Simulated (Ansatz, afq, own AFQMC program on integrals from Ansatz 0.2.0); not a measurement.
## Si$_{2}$H$_{3}$⁺, triplet: AFQMC among the cluster methods

```csv
atom,x (Å),y (Å),z (Å)
Si,0.0000,0.0235,1.0897
Si,0.0000,-0.0769,-1.1897
H,0.0000,1.2166,1.9857
H,0.0000,-1.1800,1.9697
H,0.0000,1.4507,-1.1705
```

Connectivity, by distances: SiH2–SiH.

Basis cc-pVDZ. Only valence electrons are correlated. Integrals, coupled cluster, full CI and functionals: Ansatz 0.2.0; the random walks run on the same integrals in our own AFQMC program. The CISD trial takes its coefficients from CCSD amplitudes. Released means that phaseless walkers are propagated on without the constraint, phases kept. ± is one standard error of the sampling.

Determinant: UHF, the one that the program's search chose, which needn't be the lowest solution. The geometry is a PBE0/def2-TZVP stationary point of this or a neighbouring charge and spin state.

No full CI on the walks' own integrals is used here; CCSDT(Q) serves as the reference and is uncertain by about the last step of the cluster series.

Cautions: lower spins were not checked.

- T1 diagnostic: 0.0270
- weight of the determinant in the CISD state: 0.870
- ⟨S²⟩ of the determinant: 2.008
- size of the correlated space: 10 electrons in 41 orbitals

Reference: CCSDT(Q), correlation energy -5.204 eV. The released energy is read at 2.40 1/Eh (meV from the phaseless value at times in 1/Eh: -8 ± 3 at 0.24, -10 ± 3 at 0.51, -13 ± 3 at 0.99, -19 ± 3 at 1.62, -16.5 ± 2.1 at 2.40).

```
         level  E − E(reference) (meV)  share of correlation (%)
            HF                  5203.7                      0.00
           MP2                  1282.2                     75.36
          CCSD                   214.3                     95.88
       CCSD(T)                    54.0                     98.96
         CCSDT                     8.5                     99.84
 ph-AFQMC/CISD              20.9 ± 3.3                     99.60
released AFQMC               4.4 ± 2.1                     99.92
```

A walk keeps the symmetry of its determinant, which the program's search chose and which needn't be the lowest solution, so a lower state of the same spin and another symmetry isn't excluded. Released energies are given only where the last usable release times agree within the noise; a slower fall can still hide under it.
